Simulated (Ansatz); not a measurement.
**Volume per atom of some hcp solids**

Method: PBE-D3(BJ) in Ansatz (plane waves, PAW). References are measured values corrected to a static lattice or taken at low temperature (these still hold zero-point motion). The table is a random draw of 10 from 13 solids with such references.

Values in Å³/atom.

```
solid   reference  PBE-D3(BJ)  error (%)
------  ---------  ----------  ---------
hcp Hf     22.30†       21.85       -2.0
hcp Ru     13.45†       13.45        0.0
hcp Tl     27.99†       29.61       +5.8
hcp Y      32.95†           ?          ?
hcp Sc     24.77†       23.54       -5.0
hcp Co     10.96†       10.55       -3.7
hcp Mg     22.65†       21.74       -4.0
hcp Zn     14.86†       14.24       -4.2
hcp Zr     23.18†       22.46       -3.1
hcp Ti     17.50†       16.52       -5.6
```

**Question.** Estimate the withheld PBE-D3(BJ) value.

**Answer.** The errors of the other rows run from -5.6 % to +5.8 %, with a median of -3.7 %; carried to the reference 32.95 it gives 31.73 Å³/atom. The run gives 31.56 Å³/atom (-4.2 %); the row was picked among those where that median comes within half of the row's own error. Over these 10 solids the mean error is -2.6 %, the mean absolute error 3.8 % (median 4.1 %), and the worst case hcp Tl at +5.8 % (its reference is marked and can be at fault); the value is too low in 8 of 10 cases. Over all 13 the mean error is -1.8 % and the mean absolute error 3.1 % (median 3.7 %).

All these references are brought to a static lattice.

Spin–orbit coupling is left out, also for the solids with elements from indium on (hcp Hf, hcp Tl); its size isn't shown.

† marks references with one source in our tables, § those from which another value on file, of any temperature, differs by over 15 %.

Differences are worked out from the printed values.

Ansatz's density-functional and Hartree–Fock values are scalar-relativistic unless marked +SOC, with PAW data made under PBE.

Ansatz's runs of these crystals have no spin polarisation, but for hcp Co.

Density-functional runs with spin start from parallel moments for hcp Co.

Not in this set, of the hcp solids with a reference value in our tables and a result at some level: 1 for a reference at room or unstated temperature (hcp Lu). These can be a level's worst cases. Values held back for tests aren't counted. Layered and molecular crystals are counted apart. The metals Ce to Yb are counted apart.

References as tabulated in Lejaeghere et al. (2013), arXiv:1204.2733.

Ansatz is a first-principles code.
